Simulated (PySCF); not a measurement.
**Magnetisability: `C1=C(/C=N\C)C1`, C5H7N**

Geometry:
```csv
atom,x (Å),y (Å),z (Å)
C1,1.736,0.897,-0.332
N2,1.701,-0.095,0.708
C3,0.600,-0.692,0.948
C4,-0.655,-0.467,0.263
C5,-1.359,0.161,-0.643
C6,-2.104,-0.854,0.167
H7,1.035,1.727,-0.128
H8,2.749,1.313,-0.424
H9,1.443,0.474,-1.311
H10,0.592,-1.448,1.746
H11,-1.427,0.903,-1.434
H12,-2.810,-0.519,0.943
H13,-2.383,-1.816,-0.290
```

Method: GIAO CAM-B3LYP/pcSseg-1 magnetisability, rotational g tensor and spin-rotation constants, non-relativistic, gas phase in PySCF. Geometry: PBE0-D3(BJ)/def2-SVP.

Question: What are the magnetisability and the molar susceptibility?

Answer: Isotropic -793 × 10⁻³⁰ J/T², or -47.8 × 10⁻⁶ cm³/mol; principal values -1109, -657, -613 × 10⁻³⁰ J/T², anisotropy 476 × 10⁻³⁰ J/T² (root of half the summed squared differences of the principal values). The susceptibility is in cgs units.

Question: Split it along the inertial axes a, b, c into diamagnetic and paramagnetic parts about the centre of mass, with the quadrupole moment.

Answer: 
| axis | χ (10⁻⁶ cm³/mol) | diamagnetic (10⁻⁶ cm³/mol) | paramagnetic (10⁻⁶ cm³/mol) | summed x² of all electrons (Å²) | quadrupole Θ (D Å) |
| --- | --- | --- | --- | --- | --- |
| a | -37.0 | -216.1 | 179.1 | 123.8 | -4.57 |
| b | -39.5 | -572.2 | 532.7 | 39.9 | +4.82 |
| c | -66.8 | -694.2 | 627.4 | 11.1 | -0.25 |

Anisotropies 2χaa − χbb − χcc = +32.3 and 2χbb − χaa − χcc = +24.8 × 10⁻⁶ cm³/mol. Θ is traceless in Buckingham's convention.

Question: And the rotational g tensor?

Answer: 
| axis | rotational constant (GHz) | g | nuclear part | electronic part |
| --- | --- | --- | --- | --- |
| a | 9.2019 | -0.1145 | 0.6599 | -0.7744 |
| b | 2.4721 | -0.0342 | 0.5844 | -0.6186 |
| c | 1.9993 | +0.0007 | 0.5900 | -0.5893 |

Asymmetric top; isotopes 12C, 1H, 14N; no vibrational averaging.
